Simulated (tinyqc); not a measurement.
Inside a calculation (part 2 of 2). Method: RHF in the sto-3g basis, for CH3-, spin multiplicity 1. The basis has no diffuse functions, so it cannot describe the extra electron: this is an exercise in the method, not the real anion. Computed by tinyqc, a small Python program that keeps every step (integrals from PySCF). Command: `OMP_NUM_THREADS=1 python tinyqc.py 21525 21526 out.jsonl` (the two numbers bound the seeds that draw the settings). One thread of a shared host (Intel(R) Xeon(R) Processor @ 2.60GHz), about 0.08 s of CPU time with the checks.

Geometry (angstrom):
```
atom          x          y         z
C      0.000000   0.000000  0.109000
H      1.157000   0.000000  0.000000
H     -0.579000   1.002000  0.000000
H     -0.579000  -1.002000  0.000000
```

## Iteration 1: diagonalisation and new density

Fock matrix F (hartree), order 1C 1s, 1C 2s, 1C 2px, 1C 2py, 1C 2pz, 2H 1s, 3H 1s, 4H 1s:
$$\begin{pmatrix}
-9.793522 & -2.708572 & 0.000004 & 0.000000 & 0.006069 & -0.585509 & -0.585166 & -0.585166 \\
-2.708572 & -0.737081 & 0.000025 & 0.000000 & 0.028874 & -0.382914 & -0.382802 & -0.382802 \\
0.000004 & 0.000025 & 0.435605 & 0.000000 & 0.000000 & -0.170693 & 0.085423 & 0.085423 \\
0.000000 & 0.000000 & 0.000000 & 0.435765 & 0.000000 & 0.000000 & -0.147839 & 0.147839 \\
0.006069 & 0.028874 & 0.000000 & 0.000000 & 0.502604 & 0.020600 & 0.020596 & 0.020596 \\
-0.585509 & -0.382914 & -0.170693 & 0.000000 & 0.020600 & 0.060026 & -0.125758 & -0.125758 \\
-0.585166 & -0.382802 & 0.085423 & -0.147839 & 0.020596 & -0.125758 & 0.060094 & -0.125808 \\
-0.585166 & -0.382802 & 0.085423 & 0.147839 & 0.020596 & -0.125758 & -0.125808 & 0.060094
\end{pmatrix}$$

X, order 1C 1s, 1C 2s, 1C 2px, 1C 2py, 1C 2pz, 2H 1s, 3H 1s, 4H 1s:
$$\begin{pmatrix}
-0.344361 & 0.000142 & 0.000000 & 0.865880 & 0.434600 & 0.000000 & 0.000066 & 0.167236 \\
1.381207 & -0.000377 & 0.000000 & -0.046314 & 0.070032 & 0.000000 & 0.000089 & 0.460400 \\
0.000300 & 1.056305 & 0.000000 & -0.000071 & -0.000028 & 0.000000 & 0.611642 & -0.000053 \\
0.000000 & 0.000000 & 1.055887 & 0.000000 & 0.000000 & 0.611759 & 0.000000 & 0.000000 \\
-0.115799 & 0.000021 & 0.000000 & -0.466104 & 0.881050 & 0.000000 & -0.000010 & -0.038400 \\
-0.651208 & -0.962189 & 0.000000 & -0.157905 & -0.079402 & 0.000000 & 0.447506 & 0.298537 \\
-0.650452 & 0.481458 & -0.833295 & -0.157845 & -0.079367 & 0.387587 & -0.223794 & 0.298527 \\
-0.650452 & 0.481458 & 0.833295 & -0.157845 & -0.079367 & -0.387587 & -0.223794 & 0.298527
\end{pmatrix}$$

Diagonalise F' = X^T F X, C = X C', fill 5 alpha and 5 beta electrons from the bottom; D = 2 C_occ C_occ^T. Each column has its largest component positive (the first on a tie).

F' = X^T F X (hartree):
$$\begin{pmatrix}
1.050727 & 0.000150 & 0.000000 & 0.764380 & 0.377593 & 0.000000 & 0.000136 & 0.251275 \\
0.000150 & 1.264925 & 0.000000 & -0.000460 & -0.000235 & 0.000000 & 0.191093 & -0.000168 \\
0.000000 & 0.000000 & 1.264319 & 0.000000 & 0.000000 & 0.191123 & 0.000000 & 0.000000 \\
0.764380 & -0.000460 & 0.000000 & -6.563480 & -3.761753 & 0.000000 & -0.000836 & -2.748382 \\
0.377593 & -0.000235 & 0.000000 & -3.761753 & -1.498250 & 0.000000 & -0.000443 & -1.470304 \\
0.000000 & 0.000000 & 0.191123 & 0.000000 & 0.000000 & 0.078722 & 0.000000 & 0.000000 \\
0.000136 & 0.191093 & 0.000000 & -0.000836 & -0.000443 & 0.000000 & 0.078565 & -0.000323 \\
0.251275 & -0.000168 & 0.000000 & -2.748382 & -1.470304 & 0.000000 & -0.000323 & -1.391240
\end{pmatrix}$$

orbital energies (hartree): MO1 -9.803067, MO2 -0.229239, MO3 0.048545, MO4 0.048674, MO5 0.503012, MO6 1.127052, MO7 1.294367, MO8 1.294945

coefficients C, order 1C 1s, 1C 2s, 1C 2px, 1C 2py, 1C 2pz, 2H 1s, 3H 1s, 4H 1s:
$$\begin{pmatrix}
0.990719 & -0.194255 & -0.000058 & 0.000000 & -0.031759 & -0.254775 & 0.000000 & -0.000085 \\
0.040568 & 0.499090 & 0.000143 & 0.000000 & 0.134688 & 1.363038 & 0.000000 & 0.000552 \\
-0.000001 & -0.000075 & 0.440296 & 0.000000 & 0.000002 & -0.000444 & 0.000000 & 1.138431 \\
0.000000 & 0.000000 & 0.000000 & 0.440344 & 0.000000 & 0.000000 & 1.138088 & 0.000000 \\
-0.001592 & -0.032227 & -0.000014 & 0.000000 & 0.991572 & -0.155343 & 0.000000 & -0.000067 \\
-0.007981 & 0.310673 & 0.591465 & 0.000000 & -0.026492 & -0.668075 & 0.000000 & -0.881514 \\
-0.007979 & 0.310728 & -0.295751 & 0.512304 & -0.026484 & -0.668219 & -0.762987 & 0.440458 \\
-0.007979 & 0.310728 & -0.295751 & -0.512304 & -0.026484 & -0.668219 & 0.762987 & 0.440458
\end{pmatrix}$$

D after iteration 1, order 1C 1s, 1C 2s, 1C 2px, 1C 2py, 1C 2pz, 2H 1s, 3H 1s, 4H 1s:
$$\begin{pmatrix}
2.040536 & -0.122074 & -0.000024 & 0.000000 & -0.053618 & -0.134899 & -0.134814 & -0.134814 \\
-0.122074 & 0.537755 & 0.000051 & 0.000000 & 0.234809 & 0.302493 & 0.302297 & 0.302297 \\
-0.000024 & 0.000051 & 0.387722 & 0.000000 & -0.000002 & 0.520793 & -0.260483 & -0.260483 \\
0.000000 & 0.000000 & 0.000000 & 0.387806 & 0.000000 & 0.000000 & 0.451180 & -0.451180 \\
-0.053618 & 0.234809 & -0.000002 & 0.000000 & 1.968511 & -0.072551 & -0.072515 & -0.072515 \\
-0.134899 & 0.302493 & 0.520793 & 0.000000 & -0.072551 & 0.894227 & -0.155252 & -0.155252 \\
-0.134814 & 0.302297 & -0.260483 & 0.451180 & -0.072515 & -0.155252 & 0.894482 & -0.155339 \\
-0.134814 & 0.302297 & -0.260483 & -0.451180 & -0.072515 & -0.155252 & -0.155339 & 0.894482
\end{pmatrix}$$

## Iteration 2: building the Fock matrix

core Hamiltonian H = T + V (hartree), order 1C 1s, 1C 2s, 1C 2px, 1C 2py, 1C 2pz, 2H 1s, 3H 1s, 4H 1s:
$$\begin{pmatrix}
-19.127480 & -4.617347 & 0.000003 & 0.000000 & 0.004190 & -0.987457 & -0.986870 & -0.986870 \\
-4.617347 & -6.055742 & 0.000047 & 0.000000 & 0.044221 & -2.363882 & -2.363020 & -2.363020 \\
0.000003 & 0.000047 & -5.062788 & 0.000000 & 0.000000 & -1.991539 & 0.996180 & 0.996180 \\
0.000000 & 0.000000 & 0.000000 & -5.062595 & 0.000000 & 0.000000 & -1.723904 & 1.723904 \\
0.004190 & 0.044221 & 0.000000 & 0.000000 & -4.898983 & 0.197308 & 0.197215 & 0.197215 \\
-0.987457 & -2.363882 & -1.991539 & 0.000000 & 0.197308 & -3.682228 & -0.597152 & -0.597152 \\
-0.986870 & -2.363020 & 0.996180 & -1.723904 & 0.197215 & -0.597152 & -3.681735 & -0.597442 \\
-0.986870 & -2.363020 & 0.996180 & 1.723904 & 0.197215 & -0.597152 & -0.597442 & -3.681735
\end{pmatrix}$$

nuclear repulsion = 8.98723479 hartree

Given earlier and not repeated: Two-electron integrals (ij|kl) in chemists' order.

J_ij = sum D_kl (ij|kl), K_ij = sum D_kl (ik|jl); F = H + J - 0.5 K; E = tr D H + tr D J / 2 - 0.25 tr D K + E_nn.

Coulomb J (hartree), order 1C 1s, 1C 2s, 1C 2px, 1C 2py, 1C 2pz, 2H 1s, 3H 1s, 4H 1s:
$$\begin{pmatrix}
12.258873 & 2.414015 & -0.000004 & 0.000000 & 0.003440 & 0.512734 & 0.512427 & 0.512427 \\
2.414015 & 5.925552 & -0.000077 & 0.000000 & -0.004371 & 2.328219 & 2.327407 & 2.327407 \\
-0.000004 & -0.000077 & 5.931932 & 0.000000 & 0.000002 & 2.148917 & -1.074911 & -1.074911 \\
0.000000 & 0.000000 & 0.000000 & 5.931816 & 0.000000 & 0.000000 & 1.860147 & -1.860147 \\
0.003440 & -0.004371 & 0.000002 & 0.000000 & 5.895622 & -0.204031 & -0.203935 & -0.203935 \\
0.512734 & 2.328219 & 2.148917 & 0.000000 & -0.204031 & 4.284089 & 0.570766 & 0.570766 \\
0.512427 & 2.327407 & -1.074911 & 1.860147 & -0.203935 & 0.570766 & 4.283761 & 0.571087 \\
0.512427 & 2.327407 & -1.074911 & -1.860147 & -0.203935 & 0.570766 & 0.571087 & 4.283761
\end{pmatrix}$$

exchange K (hartree), order 1C 1s, 1C 2s, 1C 2px, 1C 2py, 1C 2pz, 2H 1s, 3H 1s, 4H 1s:
$$\begin{pmatrix}
7.159721 & 1.273574 & -0.000004 & 0.000000 & -0.001504 & 0.278024 & 0.277864 & 0.277864 \\
1.273574 & 1.672757 & 0.000027 & 0.000000 & 0.052011 & 0.852026 & 0.851746 & 0.851746 \\
-0.000004 & 0.000027 & 1.178799 & 0.000000 & -0.000006 & 0.782487 & -0.391403 & -0.391403 \\
0.000000 & 0.000000 & 0.000000 & 1.178465 & 0.000000 & 0.000000 & 0.677441 & -0.677441 \\
-0.001504 & 0.052011 & -0.000006 & 0.000000 & 1.598043 & -0.071276 & -0.071241 & -0.071241 \\
0.278024 & 0.852026 & 0.782487 & 0.000000 & -0.071276 & 1.346425 & 0.214073 & 0.214073 \\
0.277864 & 0.851746 & -0.391403 & 0.677441 & -0.071241 & 0.214073 & 1.346343 & 0.214194 \\
0.277864 & 0.851746 & -0.391403 & -0.677441 & -0.071241 & 0.214073 & 0.214194 & 1.346343
\end{pmatrix}$$

Fock matrix F (hartree), order 1C 1s, 1C 2s, 1C 2px, 1C 2py, 1C 2pz, 2H 1s, 3H 1s, 4H 1s:
$$\begin{pmatrix}
-10.448467 & -2.840119 & 0.000000 & 0.000000 & 0.008382 & -0.613735 & -0.613376 & -0.613376 \\
-2.840119 & -0.966569 & -0.000043 & 0.000000 & 0.013845 & -0.461676 & -0.461486 & -0.461486 \\
0.000000 & -0.000043 & 0.279745 & 0.000000 & 0.000006 & -0.233866 & 0.116971 & 0.116971 \\
0.000000 & 0.000000 & 0.000000 & 0.279988 & 0.000000 & 0.000000 & -0.202477 & 0.202477 \\
0.008382 & 0.013845 & 0.000006 & 0.000000 & 0.197618 & 0.028915 & 0.028901 & 0.028901 \\
-0.613735 & -0.461676 & -0.233866 & 0.000000 & 0.028915 & -0.071351 & -0.133422 & -0.133422 \\
-0.613376 & -0.461486 & 0.116971 & -0.202477 & 0.028901 & -0.133422 & -0.071146 & -0.133452 \\
-0.613376 & -0.461486 & 0.116971 & 0.202477 & 0.028901 & -0.133422 & -0.133452 & -0.071146
\end{pmatrix}$$

total energy of this density = -38.77100788 hartree

## Iteration 2: DIIS over 2 matrices

error matrix X^T (FDS - SDF) X:
$$\begin{pmatrix}
0.000000 & 0.000001 & 0.000000 & 0.115712 & 0.042227 & 0.000000 & 0.000019 & -0.106596 \\
-0.000001 & 0.000000 & 0.000000 & -0.000036 & -0.000023 & 0.000000 & -0.016917 & 0.000018 \\
0.000000 & 0.000000 & 0.000000 & 0.000000 & 0.000000 & -0.016889 & 0.000000 & 0.000000 \\
-0.115712 & 0.000036 & 0.000000 & 0.000000 & 0.003453 & 0.000000 & 0.000005 & -0.009073 \\
-0.042227 & 0.000023 & 0.000000 & -0.003453 & 0.000000 & 0.000000 & 0.000003 & -0.000130 \\
0.000000 & 0.000000 & 0.016889 & 0.000000 & 0.000000 & 0.000000 & 0.000000 & 0.000000 \\
-0.000019 & 0.016917 & 0.000000 & -0.000005 & -0.000003 & 0.000000 & 0.000000 & -0.000001 \\
0.106596 & -0.000018 & 0.000000 & 0.009073 & 0.000130 & 0.000000 & 0.000001 & 0.000000
\end{pmatrix}$$

B (overlaps of the stored error matrices):
$$\begin{pmatrix}
2.1905195e+00 & -5.6424581e-02 \\
-5.6424581e-02 & 5.4401467e-02
\end{pmatrix}$$

Minimise |sum c_i e_i|^2 with sum c_i = 1: solve [B -1; -1 0][c; lambda] = [0; -1] with B_ij = tr e_i^T e_j, and take F = sum c_i F_i.

DIIS coefficients: [0.047005, 0.952995]

extrapolated F (hartree), order 1C 1s, 1C 2s, 1C 2px, 1C 2py, 1C 2pz, 2H 1s, 3H 1s, 4H 1s:
$$\begin{pmatrix}
-10.417682 & -2.833936 & 0.000001 & 0.000000 & 0.008274 & -0.612408 & -0.612050 & -0.612050 \\
-2.833936 & -0.955782 & -0.000040 & 0.000000 & 0.014552 & -0.457974 & -0.457787 & -0.457787 \\
0.000001 & -0.000040 & 0.287071 & 0.000000 & 0.000005 & -0.230896 & 0.115488 & 0.115488 \\
0.000000 & 0.000000 & 0.000000 & 0.287311 & 0.000000 & 0.000000 & -0.199908 & 0.199908 \\
0.008274 & 0.014552 & 0.000005 & 0.000000 & 0.211954 & 0.028524 & 0.028511 & 0.028511 \\
-0.612408 & -0.457974 & -0.230896 & 0.000000 & 0.028524 & -0.065176 & -0.133062 & -0.133062 \\
-0.612050 & -0.457787 & 0.115488 & -0.199908 & 0.028511 & -0.133062 & -0.064977 & -0.133093 \\
-0.612050 & -0.457787 & 0.115488 & 0.199908 & 0.028511 & -0.133062 & -0.133093 & -0.064977
\end{pmatrix}$$

## Iteration 2: diagonalisation and new density

As before.

F' = X^T F X (hartree):
$$\begin{pmatrix}
0.874062 & 0.000100 & 0.000000 & 0.854072 & 0.409666 & 0.000000 & 0.000136 & 0.212172 \\
0.000100 & 1.118991 & 0.000000 & -0.000508 & -0.000256 & 0.000000 & 0.181731 & -0.000155 \\
0.000000 & 0.000000 & 1.118489 & 0.000000 & 0.000000 & 0.181781 & 0.000000 & 0.000000 \\
0.854072 & -0.000508 & 0.000000 & -7.075587 & -3.874293 & 0.000000 & -0.000853 & -2.868170 \\
0.409666 & -0.000256 & 0.000000 & -3.874293 & -1.848435 & 0.000000 & -0.000452 & -1.534545 \\
0.000000 & 0.000000 & 0.181781 & 0.000000 & 0.000000 & -0.061610 & 0.000000 & 0.000000 \\
0.000136 & 0.181731 & 0.000000 & -0.000853 & -0.000452 & 0.000000 & -0.061825 & -0.000409 \\
0.212172 & -0.000155 & 0.000000 & -2.868170 & -1.534545 & 0.000000 & -0.000409 & -1.582119
\end{pmatrix}$$

orbital energies (hartree): MO1 -10.424949, MO2 -0.387185, MO3 -0.089161, MO4 -0.088977, MO5 0.209705, MO6 0.970350, MO7 1.145856, MO8 1.146327

coefficients C, order 1C 1s, 1C 2s, 1C 2px, 1C 2py, 1C 2pz, 2H 1s, 3H 1s, 4H 1s:
$$\begin{pmatrix}
0.992116 & -0.204143 & -0.000002 & 0.000000 & -0.030947 & -0.241354 & 0.000000 & 0.000009 \\
0.034623 & 0.568607 & -0.000015 & 0.000000 & 0.140078 & 1.335146 & 0.000000 & 0.000050 \\
0.000000 & 0.000045 & 0.447715 & 0.000000 & 0.000010 & -0.000022 & 0.000000 & 1.135534 \\
0.000000 & 0.000000 & 0.000000 & 0.447752 & 0.000000 & 0.000000 & 1.135194 & 0.000000 \\
-0.001580 & -0.028272 & -0.000010 & 0.000000 & 0.990545 & -0.162497 & 0.000000 & -0.000014 \\
-0.006694 & 0.276497 & 0.585633 & 0.000000 & -0.035943 & -0.682884 & 0.000000 & -0.885110 \\
-0.006692 & 0.276341 & -0.292938 & 0.507321 & -0.035931 & -0.682553 & -0.766310 & 0.442622 \\
-0.006692 & 0.276341 & -0.292938 & -0.507321 & -0.035931 & -0.682553 & 0.766310 & 0.442622
\end{pmatrix}$$

D after iteration 2, order 1C 1s, 1C 2s, 1C 2px, 1C 2py, 1C 2pz, 2H 1s, 3H 1s, 4H 1s:
$$\begin{pmatrix}
2.053853 & -0.172124 & -0.000021 & 0.000000 & -0.052901 & -0.123950 & -0.123880 & -0.123880 \\
-0.172124 & 0.688270 & 0.000041 & 0.000000 & 0.245246 & 0.303886 & 0.303738 & 0.303738 \\
-0.000021 & 0.000041 & 0.400897 & 0.000000 & 0.000008 & 0.524417 & -0.262282 & -0.262282 \\
0.000000 & 0.000000 & 0.000000 & 0.400964 & 0.000000 & 0.000000 & 0.454308 & -0.454308 \\
-0.052901 & 0.245246 & 0.000008 & 0.000000 & 1.963964 & -0.086830 & -0.086780 & -0.086780 \\
-0.123950 & 0.303886 & 0.524417 & 0.000000 & -0.086830 & 0.841506 & -0.187621 & -0.187621 \\
-0.123880 & 0.303738 & -0.262282 & 0.454308 & -0.086780 & -0.187621 & 0.841775 & -0.187722 \\
-0.123880 & 0.303738 & -0.262282 & -0.454308 & -0.086780 & -0.187621 & -0.187722 & 0.841775
\end{pmatrix}$$

## Iteration 8 (converged): orbitals

converged F (hartree), order 1C 1s, 1C 2s, 1C 2px, 1C 2py, 1C 2pz, 2H 1s, 3H 1s, 4H 1s:
$$\begin{pmatrix}
-10.386515 & -2.822974 & -0.000001 & 0.000000 & 0.008987 & -0.610420 & -0.610062 & -0.610062 \\
-2.822974 & -0.965483 & -0.000040 & 0.000000 & 0.015713 & -0.457575 & -0.457391 & -0.457391 \\
-0.000001 & -0.000040 & 0.303741 & 0.000000 & 0.000002 & -0.227287 & 0.113679 & 0.113679 \\
0.000000 & 0.000000 & 0.000000 & 0.303994 & 0.000000 & 0.000000 & -0.196780 & 0.196780 \\
0.008987 & 0.015713 & 0.000002 & 0.000000 & 0.223843 & 0.031389 & 0.031374 & 0.031374 \\
-0.610420 & -0.457575 & -0.227287 & 0.000000 & 0.031389 & -0.060106 & -0.128529 & -0.128529 \\
-0.610062 & -0.457391 & 0.113679 & -0.196780 & 0.031374 & -0.128529 & -0.059904 & -0.128556 \\
-0.610062 & -0.457391 & 0.113679 & 0.196780 & 0.031374 & -0.128529 & -0.128556 & -0.059904
\end{pmatrix}$$

As before.

F' = X^T F X (hartree):
$$\begin{pmatrix}
0.868457 & 0.000100 & 0.000000 & 0.862488 & 0.405953 & 0.000000 & 0.000144 & 0.195477 \\
0.000100 & 1.127322 & 0.000000 & -0.000509 & -0.000260 & 0.000000 & 0.191525 & -0.000152 \\
0.000000 & 0.000000 & 1.126824 & 0.000000 & 0.000000 & 0.191583 & 0.000000 & 0.000000 \\
0.862488 & -0.000509 & 0.000000 & -7.050354 & -3.867830 & 0.000000 & -0.000850 & -2.861140 \\
0.405953 & -0.000260 & 0.000000 & -3.867830 & -1.833370 & 0.000000 & -0.000452 & -1.528155 \\
0.000000 & 0.000000 & 0.191583 & 0.000000 & 0.000000 & -0.052238 & 0.000000 & 0.000000 \\
0.000144 & 0.191525 & 0.000000 & -0.000850 & -0.000452 & 0.000000 & -0.052460 & -0.000411 \\
0.195477 & -0.000152 & 0.000000 & -2.861140 & -1.528155 & 0.000000 & -0.000411 & -1.577142
\end{pmatrix}$$

orbital energies (hartree): MO1 -10.393612, MO2 -0.389024, MO3 -0.082773, MO4 -0.082587, MO5 0.220760, MO6 0.969468, MO7 1.157172, MO8 1.157636

coefficients C, order 1C 1s, 1C 2s, 1C 2px, 1C 2py, 1C 2pz, 2H 1s, 3H 1s, 4H 1s:
$$\begin{pmatrix}
0.992196 & -0.207192 & 0.000001 & 0.000000 & -0.033627 & -0.238045 & 0.000000 & 0.000013 \\
0.034246 & 0.586223 & -0.000029 & 0.000000 & 0.154635 & 1.325899 & 0.000000 & 0.000027 \\
0.000000 & 0.000047 & 0.438993 & 0.000000 & 0.000015 & 0.000000 & 0.000000 & 1.138934 \\
0.000000 & 0.000000 & 0.000000 & 0.439022 & 0.000000 & 0.000000 & 1.138598 & 0.000000 \\
-0.001631 & -0.031975 & -0.000007 & 0.000000 & 0.988777 & -0.172285 & 0.000000 & -0.000016 \\
-0.006570 & 0.267383 & 0.592408 & 0.000000 & -0.042597 & -0.686135 & 0.000000 & -0.880582 \\
-0.006568 & 0.267229 & -0.296320 & 0.513190 & -0.042573 & -0.685787 & -0.762392 & 0.440374 \\
-0.006568 & 0.267229 & -0.296320 & -0.513190 & -0.042573 & -0.685787 & 0.762392 & 0.440374
\end{pmatrix}$$

D after iteration 8, order 1C 1s, 1C 2s, 1C 2px, 1C 2py, 1C 2pz, 2H 1s, 3H 1s, 4H 1s:
$$\begin{pmatrix}
2.057026 & -0.185363 & -0.000020 & 0.000000 & -0.056486 & -0.120970 & -0.120905 & -0.120905 \\
-0.185363 & 0.737485 & 0.000035 & 0.000000 & 0.268198 & 0.299835 & 0.299712 & 0.299712 \\
-0.000020 & 0.000035 & 0.385430 & 0.000000 & 0.000021 & 0.520150 & -0.260141 & -0.260141 \\
0.000000 & 0.000000 & 0.000000 & 0.385481 & 0.000000 & 0.000000 & 0.450603 & -0.450603 \\
-0.056486 & 0.268198 & 0.000021 & 0.000000 & 1.957410 & -0.101323 & -0.101255 & -0.101255 \\
-0.120970 & 0.299835 & 0.520150 & 0.000000 & -0.101323 & 0.848598 & -0.204466 & -0.204466 \\
-0.120905 & 0.299712 & -0.260141 & 0.450603 & -0.101255 & -0.204466 & 0.848872 & -0.204583 \\
-0.120905 & 0.299712 & -0.260141 & -0.450603 & -0.101255 & -0.204466 & -0.204583 & 0.848872
\end{pmatrix}$$

## Convergence

Stop when the energy changes by less than 1e-08 hartree and every element of the error matrix X^T (F D S - S D F) X is below 3e-05.

Course of the cycle:
```
iteration   E (hartree)     change  largest element of the error matrix
1          -38.37024698          -                             6.71e-01
2          -38.77100788  -4.01e-01                             1.16e-01
3          -38.77994097  -8.93e-03                             2.18e-02
4          -38.78056571  -6.25e-04                             3.55e-03
5          -38.78058582  -2.01e-05                             5.95e-04
6          -38.78058634  -5.20e-07                             1.09e-04
7          -38.78058636  -1.93e-08                             3.11e-07
8          -38.78058636  -1.49e-13                             3.36e-08
```

PySCF RHF in the same basis = -38.78058636 hartree

Converged in 8 iterations.

## Populations, bond orders and dipole

overlap S, order 1C 1s, 1C 2s, 1C 2px, 1C 2py, 1C 2pz, 2H 1s, 3H 1s, 4H 1s:
$$\begin{pmatrix}
1.000000 & 0.248362 & 0.000000 & 0.000000 & 0.000000 & 0.052639 & 0.052607 & 0.052607 \\
0.248362 & 1.000000 & 0.000000 & 0.000000 & 0.000000 & 0.450066 & 0.449924 & 0.449924 \\
0.000000 & 0.000000 & 1.000000 & 0.000000 & 0.000000 & 0.439559 & -0.219874 & -0.219874 \\
0.000000 & 0.000000 & 0.000000 & 1.000000 & 0.000000 & 0.000000 & 0.380507 & -0.380507 \\
0.000000 & 0.000000 & 0.000000 & 0.000000 & 1.000000 & -0.041410 & -0.041392 & -0.041392 \\
0.052639 & 0.450066 & 0.439559 & 0.000000 & -0.041410 & 1.000000 & 0.118354 & 0.118354 \\
0.052607 & 0.449924 & -0.219874 & 0.380507 & -0.041392 & 0.118354 & 1.000000 & 0.118436 \\
0.052607 & 0.449924 & -0.219874 & -0.380507 & -0.041392 & 0.118354 & 0.118436 & 1.000000
\end{pmatrix}$$

Mulliken: Z minus the diagonal of D S on the atom; Loewdin: the same with S^(1/2) D S^(1/2); Mayer order: 2 sum_s sum (D(s) S)_ij (D(s) S)_ji over the two atoms.

Charges (e):
```
atom   Mulliken    Loewdin
1C    -0.514836  -0.575448
2H    -0.161609  -0.141409
3H    -0.161777  -0.141571
4H    -0.161777  -0.141571
```

Mayer bond orders:
```
pair     order
2-1   0.949744
3-1   0.949697
3-2   0.012069
4-1   0.949697
4-2   0.012069
4-3   0.012062
```

dipole moment about the origin, x y z (debye): [0.001485, 0.000000, -0.869118]
